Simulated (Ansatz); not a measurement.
## Cost against result

The pair of CH5N (SMILES CN, atoms 1–7) and CH4 (SMILES C, atoms 8–12), both closed shells, in one local arrangement (a lower one may exist), relaxed at PBE0-D4/def2-TZVP:

```
atom    x (Å)    y (Å)    z (Å)
  C1  -0.4227  -0.5042  -1.7206
  N2   0.4264   0.6743  -1.6916
  H3  -0.6953  -0.9119  -0.7363
  H4   0.0772  -1.2960  -2.2830
  H5  -1.3474  -0.2705  -2.2528
  H6   1.2983   0.4791  -1.2168
  H7  -0.0210   1.4288  -1.1871
  C8   0.1371   0.0803   2.2177
  H9   0.3224   0.4021   1.1930
 H10  -0.9153   0.2271   2.4594
 H11   0.7518   0.6662   2.9005
 H12   0.3882  -0.9754   2.3175
```

Interaction energies are counterpoise-corrected; the time is that of the whole pair.

Computed with Ansatz 0.2.0 (basis: as named in each row); correlated methods freeze the cores. B3LYP uses VWN-RPA correlation. Extrapolation: Hartree–Fock as exp(−7.88 √X), correlation as X^−2.97.

Times are rough, for one single point on 4 threads of a shared host (Intel Xeon Platinum 8488C).

The estimate by CCSD(T) at an estimated basis limit (MP2 extrapolated from triple and quadruple zeta, plus CCSD(T) − MP2 in triple zeta) is -2.9 kJ/mol.

```tsv
method	basis	time (s)	interaction energy (kJ/mol)	method less estimate
HF	STO-3G	under 1	2.7	5.6
PBE-D4	STO-3G	under 1	-2.6	0.3
SPW92	def2-SVP	under 1	-6.5	-3.6
B3LYP-D4	6-31G	under 1	-3.0	-0.1
PBE-D4	def2-SVP	under 1	-4.3	-1.4
PBE0-D4	def2-SVP	under 1	-3.4	-0.5
wB97M-V	def2-SVP	1	-2.1	0.8
CCSD(T)	def2-SVP	1	0.1	3.0
revPBE-D4	def2-TZVPPD	2	-2.9	0.1
BLYP-D4	def2-TZVPPD	2	-2.2	0.7
PBE-D4	def2-TZVPPD	2	-4.0	-1.1
HSE06-D4	def2-TZVPPD	2	-3.4	-0.4
r2SCAN-D4	def2-TZVPPD	2	-3.0	0.0
PBE0-D4	def2-TZVPPD	2	-3.3	-0.4
B3LYP-D4	def2-TZVPPD	2	-2.6	0.3
wB97X-V	def2-TZVPPD	4	-2.8	0.1
B97M-V	def2-TZVPPD	4	-3.1	-0.2
B2PLYP	def2-TZVPPD	4	-0.2	2.8
wB97M-V	def2-TZVPPD	4	-2.6	0.3
MP2	def2-QZVPPD	16	-2.5	0.4
CCSD(T)	def2-TZVPPD	56	-2.5	0.4
```

No T1 diagnostic of these runs exceeds 0.009.
